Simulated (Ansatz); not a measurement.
System: antiferromagnetic bcc Cr. Method: revPBE in Ansatz (PAW).

Settings: plane-wave cutoff 520 eV, 20×20×20 k mesh, Fermi–Dirac smearing 0.05 eV, spin-polarised with opposed moments, scalar-relativistic PAW data made under PBE.

Pressure at four volumes; x = ln(V/12.116 Å³). One pressure is withheld.

```
V (Å³/atom)        x  P (GPa)
-----------  -------  -------
11.389       -0.0619        ?
11.631       -0.0409     7.02
12.116        0.0000    -0.07
12.843        0.0583    -7.21
```

Problem. Pass a parabola P(x) through the three rows shown, estimate the bulk modulus and its pressure derivative near zero pressure, and predict the withheld pressure.

Solution. Slopes between the rows: (-0.07 − (7.02))/(0.0000 − (-0.0409)) = -173.35 and (-7.21 − (-0.07))/(0.0583 − (0.0000)) = -122.47 GPa. Their difference over the span 0.0992 is c = 50.88/0.0992 = 512.9 GPa, so P(x) = 7.02 + (-173.35)(x − (-0.0409)) + 512.9 (x − (-0.0409))(x − (0.0000)). At the middle row B = −dP/dx = −[-173.35 + 512.9 × 0.0409] = 152.4 GPa, and B′ = dB/dP = 2c/B = 6.7. At x = -0.0619 the parabola gives 11.33 GPa; the run gives 11.49 GPa. The Birch–Murnaghan fit to the energies at all volumes has B0 = 151 GPa and B′ = 7.0.

Measured, for comparison: bulk modulus 194 GPa (corrected for temperature and zero-point phonon effects, our sources range from 174 to 205; as tabulated in Levämäki et al. (2014), arXiv:1402.3671). Computed (rounded) less measured: bulk modulus not scored (sources differ).

Note: the commensurate order stands in for chromium's spin-density wave, and the size of the moments varies much between levels; the collinear magnetic order is the start's and need not be the measured one.

Ansatz is an electronic-structure program.
